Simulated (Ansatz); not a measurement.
Relaxation of CH$_{8}$AlN (11 atoms, charge 0, multiplicity 1), to a largest force component of 0.03 eV/Å in at most 50 steps.

The calculation used Ansatz, RKS PBE0/6-31G*.

```xyz
11
Properties=species:S:1:pos:R:3
Al -0.017 0.445 -0.345
H -0.485 0.471 1.158
H 1.507 0.754 -0.698
H -1.104 0.268 -1.498
N -0.045 -2.183 1.296
H -0.850 -2.802 1.253
C 1.052 -2.800 2.026
H 1.387 -3.695 1.493
H 1.896 -2.105 2.062
H 0.807 -3.091 3.060
H -0.355 -1.303 1.750
```

Q: Where does it end, and by what steps?

A: The run converged. After 17 steps the energy has fallen by 1.228 eV; H3 moved furthest, 1.48 Å. Joined: Al1–N5 (3.10 → 2.06 Å).

```tsv
step	energy less start (eV)	largest force component (eV/Å)	accepted
0	0.0000	1.093	yes
1	-0.2579	0.942	yes
2	-0.4904	1.155	yes
3	-0.7651	0.806	yes
4	-0.9608	0.764	yes
5	-1.0816	0.508	yes
6	-1.1561	0.238	yes
7	-1.1814	0.314	yes
8	-1.1898	0.361	yes
9	-1.1957	0.198	yes
10	-1.2011	0.085	yes
11	-1.2066	0.224	yes
12	-1.2073	0.221	yes
13	-1.2238	0.044	yes
14	-1.2248	0.040	yes
15	-1.2266	0.038	yes
16	-1.2272	0.062	yes
17	-1.2280	0.023	yes
```

```xyz
11
Properties=species:S:1:pos:R:3
Al 0.090 -0.202 0.055
H 0.443 0.827 1.246
H 1.304 -0.696 -0.884
H -1.371 -0.087 -0.615
N -0.189 -1.913 1.171
H -0.485 -2.658 0.542
C 1.010 -2.325 1.924
H 1.819 -2.506 1.213
H 1.306 -1.503 2.579
H 0.836 -3.227 2.520
H -0.969 -1.751 1.806
```

The run took 34 s on 1 thread of Intel(R) Xeon(R) 6975P-C (Granite Rapids) (shared host), peak memory 0.15 GiB.
